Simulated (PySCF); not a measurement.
Compound: CH₂Si.
InChI=1S/CH2Si/c1-2/h1-2H

The closed-shell ground state was solved at several levels (PySCF, density fitting, gas phase, non-relativistic). Geometry: PBE0-D3(BJ)/def2-TZVP; no solvent, vibrations or thermal averaging.

| level | basis functions | HOMO (eV) | LUMO (eV) | gap (eV) | dipole (D) |
| --- | --- | --- | --- | --- | --- |
| B97-2/pcSseg-2 | 107 | -6.65 | -3.13 | 3.52 | 1.03 |
| PBE0/pcSseg-2 | 107 | -6.90 | -3.09 | 3.81 | 1.06 |
| KT3/pcSseg-2 | 107 | -5.84 | -3.88 | 1.96 | 0.94 |

What might wB97X-D/pcSseg-2 (107 basis functions) give for the same quantities?

HOMO -8.74 eV, LUMO -1.36 eV, gap 7.38 eV, dipole 1.08 D.

Over all these levels, which gives the widest orbital gap and which the narrowest?

wB97X-D/pcSseg-2 (range-separated hybrid) has the widest, 7.38 eV, and KT3/pcSseg-2 (GGA) the narrowest, 1.96 eV. From the narrowest to the widest the HOMO moves by -2.90 eV and the LUMO by +2.52 eV.

In the pcSseg-2 basis, how does the gap go with the fixed share of exact exchange?

KT3 (0 %) 1.96 eV; B97-2 (21 %) 3.52 eV; PBE0 (25 %) 3.81 eV. Each rise in the share widens the gap here.

How far do the dipole and the HOMO energy spread over the levels?

The dipole runs from 0.94 to 1.08 D (mean 1.03 D) and the HOMO from -8.74 to -5.84 eV.
